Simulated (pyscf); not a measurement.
This saddle point was located with ωB97X-D3(BJ)/def2-SVP in PySCF.

```
Sn
O 1 1.9691
H 2 0.9668 1 111.21
O 1 1.9762 2 98.21 3 -5.20
H 4 0.9651 1 113.48 2 177.65
H 1 1.7564 2 120.49 3 157.34
O 6 1.5590 1 79.23 2 -85.81
H 7 0.9709 6 122.20 1 108.31
```

Surface: singlet, charge 0. Lowest wavenumbers (cm⁻¹): 1372i, 119, 162, 185, 242.

Question: What reaction is this the transition state of?

Answer: `[OH][Sn][OH]` [singlet] + `[OH2]` <-> `[OH][SnH]([OH])[OH]`, an insertion read from left to right: H–O broken and O–Sn, H–Sn formed. At CCSD(T)/def2-TZVPP + ΔMP2(QZVPP) it lies +2.08 eV from the left side and +1.96 eV from the right (each side as separated species at their lowest minima found). On the reactant side the descent ends in an adduct with a O–Sn contact, 0.58 eV under the separated species and 2.63 eV under the saddle at ωB97X-D3(BJ)/def2-TZVP. What is counted as formed (O–Sn) is already present as a longer contact in the reactant adduct; forming that adduct is a step of its own. This is the saddle that the search found; another between the same sides may lie lower. The CCSD(T) − MP2 part came from Ansatz, without density fitting, on the same reference. The frozen core leaves the outer d or s,p core shells of the metals and heavy elements correlated in the MP2 and CC values, and def2-TZVPP describes them poorly, which can shift differences by a few kcal/mol. Elements past Kr carry the def2 core potentials, without spin-orbit coupling.
